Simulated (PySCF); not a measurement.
**Atomic charges by several schemes**

Compound: cyclobutane, C4H8.
Structure used (GFN2-xTB), in Å, numbered top down from 1:
```xyz
12
C4H8 angstrom
C      0.303    0.841   -0.616
C      1.040   -0.239    0.190
C     -0.310   -0.755    0.712
C     -1.033    0.154   -0.294
H      0.389    1.833   -0.176
H      0.562    0.902   -1.672
H      1.558   -0.961   -0.439
H      1.732    0.124    0.948
H     -0.486   -1.823    0.596
H     -0.500   -0.481    1.747
H     -1.445   -0.391   -1.141
H     -1.808    0.796    0.119
```

Density: PBE0/pcSseg-1 (PySCF); schemes: Mulliken, IAO, Hirshfeld and ESP-fitted. Isolated species at its GFN2-xTB geometry, gas phase.

Question: What partial charge does each atom carry?

Answer: In e; atoms taken as equivalent share a row and are averaged (×n: the atom named and its like, n in all):

| atom | environment | Mulliken | IAO | Hirshfeld | ESP-fitted |
| --- | --- | --- | --- | --- | --- |
| C1/C2/C3/C4 | four-membered-ring carbon | -0.233 | -0.266 | -0.072 | -0.013 |
| H5 (×8) | methylene hydrogen | +0.116 | +0.133 | +0.036 | +0.006 |

Mean size of the charges over all atoms: IAO 0.177 e, Mulliken 0.155 e, Hirshfeld 0.048 e, ESP-fitted 0.015 e. Each set sums to the total charge, 0, to within 0.001 e. The Hirshfeld scheme weights the molecular density at each point by an atom's share of the summed free-atom densities. The Mulliken scheme gives each basis function's population to the atom it is centred on and halves the overlap population of two atoms between them.

Some averages cover members that differ in this geometry: H5 (×8), ESP-fitted -0.015 to +0.025; C1/C2/C3/C4, ESP-fitted -0.027 to +0.003 e.

Lowest charge. All schemes agree: Mulliken C1/C2/C3/C4 (-0.233); IAO C1/C2/C3/C4 (-0.266); Hirshfeld C1/C2/C3/C4 (-0.072); ESP-fitted C1/C2/C3/C4 (-0.013).

Highest charge. All schemes agree: Mulliken H5 (×8) (+0.116); IAO H5 (×8) (+0.133); Hirshfeld H5 (×8) (+0.036); ESP-fitted H5 (×8) (+0.006).

Question: Sum the charges by element.

Answer: 
| element | atoms | Mulliken | IAO | Hirshfeld | ESP-fitted |
| --- | --- | --- | --- | --- | --- |
| C | 4 | -0.931 | -1.065 | -0.287 | -0.050 |
| H | 8 | +0.931 | +1.065 | +0.287 | +0.050 |

Question: How many electrons does the Mulliken scheme count on C2?

Answer: Its own charge is -0.233 e, so Z − q = 6.233.
